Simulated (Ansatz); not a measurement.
The same path of CH5B + ClH (9 atoms, charge 0, multiplicity 1) was run twice with different band settings. Lost on the way: B1–C2, Cl8–H9. Made: B1–Cl8, C2–H9.

These are results of RKS PBE/def2-SVP in Ansatz 0.2.0, not measurements.

Relaxed end points:

```xyz
9
Properties=species:S:1:pos:R:3
B 0.010 -0.012 0.345
C 0.106 0.361 1.871
H -0.779 0.100 2.488
H 1.030 0.019 2.380
H 0.152 1.478 1.871
H 1.018 -0.011 -0.344
H -1.064 0.028 -0.236
Cl 0.015 -2.536 0.443
H -0.923 -2.615 1.342
```

```xyz
9
Properties=species:S:1:pos:R:3
B -0.060 -0.690 -0.814
C -0.031 0.035 2.677
H -0.954 0.284 3.234
H 0.841 0.103 3.355
H 0.098 0.752 1.843
H 1.044 -0.194 -0.870
H -1.090 -0.053 -0.859
Cl -0.175 -2.430 -0.685
H -0.107 -0.994 2.278
```

Common settings: movable images 9; climbing image yes; optimiser quadratic models (default); start path through a guess of the saddle point; force threshold 0.05 eV/Å; iteration limit 60; end points relaxed.

| run | spring |
| --- | --- |
| 1 | 5.0 eV/Å² |
| 2 | 20.0 eV/Å² |

**Question.** What does each run give, and how far can it be trusted?

**Answer.** Run 1: converged after 20 iterations, highest image 0.347 eV above the first end. A vibrational analysis at the climbing image gives one clearly imaginary mode, 641i cm⁻¹: a first-order saddle point.
Run 2: converged after 17 iterations, highest image 0.348 eV above the first end. Another band between the same ends (9 images) ends at a top of the same energy, where a vibrational analysis finds 1 clearly imaginary mode.
The orbitals stay closed-shell, which can raise the energy where a bond breaks towards radicals; this wasn't checked here.
